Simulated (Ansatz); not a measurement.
Worked example: the enthalpy of CHClF2 + C3H8 → CH2F2 + C3H7Cl

Species: CHClF2 `FC(F)Cl`, singlet; C3H8 (propane) `CCC`, singlet; CH2F2 (difluoromethane) `FCF`, singlet; C3H7Cl (2-chloropropane) `CC(C)Cl`, singlet. The partners trade Cl for H; both sit on C, so the bond types are kept.

Shapes, held fixed at every level: PBE0-D4/def2-TZVP. Programs: Ansatz 0.2.0. The zero-point and thermal terms to 298 K, harmonic and unscaled (PBE0-D4/def2-TZVP), stand in the table.

At MP2/def2-TZVPP; 1 Eh = 2625.50 kJ/mol:

| species | energy (Eh) | H(298 K) − E (kJ/mol) | tabulated ΔfH (kJ/mol) |
| --- | --- | --- | --- |
| CHClF2 | -697.787660 | 74.2 | -482.8 |
| C3H8 | -118.853280 | 285.9 | -104.4 |
| CH2F2 | -238.677958 | 97.1 | -451.0 |
| C3H7Cl | -577.967957 | 265.0 | -144.9 |

**Question.** Work out the reaction enthalpy at 298 K from the calculation and from the table of heats.

**Answer.** 
1. Electronic: (-238.677958) + (-577.967957) − [(-697.787660) + (-118.853280)] = -0.004975 Eh = -13.1 kJ/mol.
2. Zero-point and thermal: (97.1) + (265.0) − [(74.2) + (285.9)] = +2.0 kJ/mol.
3. Computed ΔH = -11.1 kJ/mol.
4. From the heats of formation (Active Thermochemical Tables, CRC Handbook of Chemistry and Physics): (-451.0) + (-144.9) − [(-482.8) + (-104.4)] = -8.7 kJ/mol.
5. Computed less tabulated: -2.4 kJ/mol. Tabulated heats carry uncertainties of their own.
